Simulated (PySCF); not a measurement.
ClH, SMILES Cl. Heavy atoms are numbered as in [ClH:1]. Hydrogens are named by the atom that carries them.

Geometry: B3LYP-D3(BJ)/def2-TZVPD.

Calculation: PySCF with PBE0/pcSseg-2.

GIAO shieldings, no solvent; atoms alike by connectivity are averaged. δ = σ(ref) − σ: ³⁵Cl against HCl (σ = 943.3 ppm); ¹H against TMS (σ = 31.54 ppm), references at their B3LYP-D3(BJ)/def2-TZVP geometries, non-relativistic (without spin–orbit terms, shifts of atoms bonded to Cl or Br come out too high).

Computed chemical shifts:
```csv
nucleus,atoms,count,δ (ppm)
³⁵Cl,Cl1 (ClH),1,0.4
¹H,H on Cl1,1,0.97
```
